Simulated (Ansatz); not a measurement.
# N2 (quintet): the correlation ladder, def2-TZVPP

An exercise on one series of results from a longer session: the logs are not shown, and one member is left open.

The runs use Ansatz 0.2.0, Gaussian basis; def2-TZVPP, core rule «outside noble gas», up to 2 orbitals frozen.

To be run: UHF; ROHF; CCSD(T) on UHF.

2 further runs of the same task are left out: 2 set aside as unsound or not needed.

**What is computed**

The geometry is a PBE0/def2-TZVP stationary point (not a proven minimum) of the parent state, kept for this charge and spin.

2 atoms, charge 0, spin multiplicity 5.

Atoms are counted from 1 here; the program's logs count them from 0.

Bond lengths: N1–N2 1.266 Å.

As a file:

```xyz
2
N2
N     0.00000    0.00000    0.00000
N     0.00000    0.00000    1.26631
```

The first run:

Contents of in.yaml:

```yaml
crystal:
  periodic: [false, false, false]
  atoms:
    - {symbol: N, position_ang: [0.000000, 0.000000, 0.000000]}
    - {symbol: N, position_ang: [0.000000, 0.000000, 1.266308]}
basis:
  gaussian: {orbitals: def2-TZVPP}
magnetization: {spin_polarized: true, initial_magnetization: 4}
hamiltonian: {xc: hf}
output: {orbitals: {seedname: orbitals}}
```

Launch:

```console
$ ansatz run in.yaml --threads 1 --pin off --events-out ev --progress --plain --max-ram 4096MiB --backend cpu
```

Among the steps run: UHF; ROHF; CCSD(T) on UHF.

One of the session's tables, all rows but one given; the rest of the session is left out.

| method | from UCCSD(T) (kcal/mol) |
| --- | --- |
| ROHF | +178.73 |
| UHF | ? |
| UMP2 | +24.16 |
| UCCSD | +4.34 |
| UCCSD(T) | 0 |

Q: Estimate the row for UHF from the others.

The run gave: from UCCSD(T) (kcal/mol): +168.68. In the column «from UCCSD(T) (kcal/mol)» it lies between UMP2 (+24.16) and ROHF (+178.73).
